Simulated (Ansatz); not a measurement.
C$_{2}$H$_{3}$NO (`COC#N`), relaxed with RKS PBE0-D4/def2-TZVP in Ansatz from a PBE-D4/def2-SVP geometry. The force threshold is 0.005 eV/Å; the program also tests the step.

The species carries charge 0 and has multiplicity 1.

Start:

```xyz
7

C    -0.760    0.009   -0.392
O    -0.045   -0.171    0.855
C     1.241   -0.046    0.802
N     2.414    0.058    0.806
H    -0.593    1.031   -0.787
H    -0.432   -0.745   -1.136
H    -1.826   -0.135   -0.148
```

```
step  energy (eV)  largest force (eV/Å)  largest move (Å)
   1   -5654.1601                 2.307             0.000
   2   -5654.2126                 0.191             0.039
   3   -5654.2145                 0.041             0.009
   4   -5654.2146                 0.038             0.004
   5   -5654.2148                 0.026             0.011
   6   -5654.2148                 0.008             0.002
   7   -5654.2148                 0.005             0.001
   8   -5654.2148                 0.000             0.001
```

End:

```xyz
7

C    -0.750    0.009   -0.389
O    -0.053   -0.174    0.861
C     1.220   -0.046    0.794
N     2.369    0.062    0.769
H    -0.571    1.016   -0.767
H    -0.414   -0.736   -1.111
H    -1.802   -0.131   -0.157
```

Hardware: 2 threads of an INTEL XEON PLATINUM 8581C on a shared host. Wall time 9 s, peak host memory 0.24 GiB.
